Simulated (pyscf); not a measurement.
`[Cl][AlH][Cl]` + `[CH2]=[CH2]` → `[CH3][CH2][Al]([Cl])[Cl]`, gas phase, singlet surface. Optimised with ωB97X-D3(BJ)/def2-SVP in PySCF. ΔG in kcal/mol from ωB97M-D3(BJ)/def2-TZVP energies (ideal gas, 1 atm, RRHO with modes under 100 cm⁻¹ raised to 100, one conformer, R ln 2 for chiral ones without a mode under 150 cm⁻¹).

```tsv
T (K)	ΔG
298	-20.4
600	-10.4
900	?
1200	+8.7
```

### Question
Fit a line to the three values, predict ΔG at 900 K, and estimate where the reaction turns unfavourable at 1 atm of each gas.

### Answer
Least squares gives ΔG = -29.9 + 32.2 × T/1000 K, so ΔS is about -135 J/(mol K) and ΔH about -29.9 kcal/mol over this range (ΔH at 298 K: -30.5). At 900 K the line gives -0.9; the computed value is -0.7. ΔG = 0 falls near 930 K; 1 kcal/mol in the energy moves that by 31 K. This is thermodynamics alone and says nothing of the barrier.
